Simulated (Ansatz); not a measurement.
CH$_{5}$BO, SMILES `BOC`. Charge 0, multiplicity 1.

```xyz
8

B     0.295    0.180    1.304
O     0.731   -0.019    0.054
C    -0.153   -0.146   -1.042
H    -0.885    0.256    1.530
H     1.127    0.273    2.159
H    -1.195   -0.058   -0.723
H     0.074    0.635   -1.770
H     0.005   -1.119   -1.511
```

(1) What are the harmonic wavenumbers in cm⁻¹ at PBE0-D4/def2-TZVP (Ansatz, finite differences of forces, unscaled)? (Estimate.)

(2) Is this a minimum?

(3) Give the ideal-gas thermochemistry at 298.15 K and 1 bar (rigid rotor, harmonic oscillator; point group Cs, symmetry number 1).

(4) And at 400, 500, 600, 800 and 1000 K?

Results:

(1) Ansatz gave: 146, 403, 442, 955, 1029, 1041, 1186, 1189, 1235, 1402, 1488, 1490, 1505, 2542, 2650, 3041, 3124, 3131.

(2) Yes, all 18 modes are real.

(3) Zero-point energy 167.5 kJ/mol; H(298) − E = 181.1 kJ/mol; entropy 267.5 J/(mol·K), of which translation 156.0, rotation 90.8, vibration 20.7; G(298) − E = 101.3 kJ/mol.

(4) 
```csv
T (K),H − E (kJ/mol),S (J/mol/K),G − E (kJ/mol)
400,188.1,287.6,73.0
500,196.3,305.9,43.3
600,205.8,323.2,11.9
800,227.8,354.7,-56.0
1000,253.1,382.9,-129.8
```
